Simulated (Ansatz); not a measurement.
Molecule: PH₃, net charge 1, doublet state. SMILES of the parent species: P
Geometry from a B3LYP-D3(BJ)/def2-TZVP (Ansatz, a program for electronic structure) optimisation:
```
P
H 1 1.4029
H 1 1.4029 2 113.00
H 1 1.4029 2 113.00 3 129.90
```
Charge +1, spin multiplicity 2.

Parts of the frozen-core correlation energy in cc-pV(D+d)Z (Ansatz, hartree). Frozen orbitals: 5; correlated occupied orbitals by spin: 4 and 3; virtual: 29 and 30. Open shells are spin-unrestricted. Spin-orbit coupling is left out. No relativistic terms.

```
term                            value
-------------------------  ----------
reference (HF)             -342.16067
MP2 opposite-spin            -0.08824
MP2 same-spin                -0.01588
CCSD correlation             -0.13107
(T)                          -0.00268
CCSDT minus CCSD(T)          -0.00067
CCSDT(Q) minus CCSD(T)       -0.00074
T1 diagnostic                   0.011
largest doubles amplitude       0.040
<S^2> of the reference          0.757
```
